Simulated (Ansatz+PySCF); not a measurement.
# doublet CH2N: levels of theory in one basis

```yaml
atoms:
  - { symbol: C, position_ang: [0.0000, 0.0000, 0.0348] }
  - { symbol: N, position_ang: [0.0000, 0.0000, -1.2028] }
  - { symbol: H, position_ang: [0.0000, 0.8929, 0.5840] }
  - { symbol: H, position_ang: [0.0000, -0.8929, 0.5840] }
```

Basis set: cc-pVTZ (spherical functions). Correlated methods keep 2 orbitals frozen. Correlation on ROHF uses semicanonical orbitals with singles. Charge 0, multiplicity 2.

Computed with Ansatz (development build ahead of 0.2.0); each method stands on the lowest determinant of its kind that the runs found.

| method | E − E(ROHF) (eV) | <S²> of the determinant |
| --- | --- | --- |
| ROHF | 0.00 | 0.75 |
| UHF | -0.27 | 0.93 |
| UHF-MP2 | -8.67 | 0.93 |
| UHF-CCSD | -9.54 | 0.93 |
| ROHF-CCSD(T) | -9.95 | – |
| UHF-CCSD(T) | -9.93 | 0.93 |

Question: What does ROHF-MP2 give on the same scale?

Answer: -8.93 eV.

Question: Is a single determinant a sound starting point here?

Answer: Only with care. Unrestricted orbitals gain 0.27 eV and <S²> is 0.93 against 0.75 for a pure state, a contamination that matters most for the unrestricted series.

Caution for UHF, UHF-MP2, UHF-CCSD, UHF-CCSD(T): the unrestricted determinant is spin contaminated. Caution for ROHF-MP2, UHF-MP2: forces differ strongly between restricted and unrestricted references.
